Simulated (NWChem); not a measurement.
**Ionisation of fluorine (F2)**

```
F
F 1 1.3765
```
Charge 0, spin multiplicity 1.

Program: NWChem. Structure: optimised with PBE0/def2-SVP, a minimum by its harmonic frequencies.

Basis set: def2-TZVPD. −ε marks an orbital energy of the parent.

B3LYP has NWChem's definition, with VWN1-RPA local correlation.

Problem. Order these methods by the first vertical ionisation energy they give, lowest first: −ε(HOMO) of HF, −ε(HOMO) of LDA (SVWN5), −ε(HOMO) of PBE, −ε(HOMO) of B3LYP.

Solution. −ε(HOMO) of PBE (9.30 eV), −ε(HOMO) of LDA (SVWN5) (9.49 eV), −ε(HOMO) of B3LYP (11.36 eV), −ε(HOMO) of HF (17.97 eV)
